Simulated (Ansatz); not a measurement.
Consider Cu in the fcc (Cu type) structure (space group Fm-3m, No. 225; a = 3.563 Å).

Method: PBEsol, PAW, 420 eV (Ansatz, a quantum-chemistry and plane-wave program; scalar-relativistic without spin-orbit coupling), earlier PAW set.

Now apply this change: full substitution Cu → Au, then cell and atoms are relaxed.

Measured lattice parameter a: Cu 3.595 Å (static lattice; corrected from measurement; as listed in Gábor I. Csonka et al., Physical Review B (2009)); Au 4.062 Å (static lattice; corrected from measurement; as listed in Daniel Mejia-Rodriguez, S. B. Trickey, Phys. Rev. B (2018)).

Q: How well does PBEsol reproduce the measured shift?

A: With PBEsol the lattice parameter a moves by +0.520 Å (3.563 → 4.083) against +0.467 Å measured.

No phonon test of stability was made. All final runs are without spin polarisation.
